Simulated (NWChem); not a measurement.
Species: NO cation

```xyz
2

N      0.0000     0.0000    -0.5714
O      0.0000     0.0000     0.5013
```
Atoms are numbered in this order, from 1.

Geometry: optimised at B3LYP/6-31G* (spherical d).

**Question.** List the 4 lowest vertical singlet excitations from PBE/6-31G* (spherical d), TDA (NWChem).

**Answer.** 
```csv
state,energy (eV),oscillator strength,leading excitation (squared amplitude)
S1,9.85,0.017,HOMO → LUMO (0.97)
S2,9.85,0.017,HOMO → LUMO+1 (0.97)
S3,10.64,0.000,HOMO−2 → LUMO+1 (0.50)
S4,11.21,0.000,HOMO−2 → LUMO+1 (0.50)
```
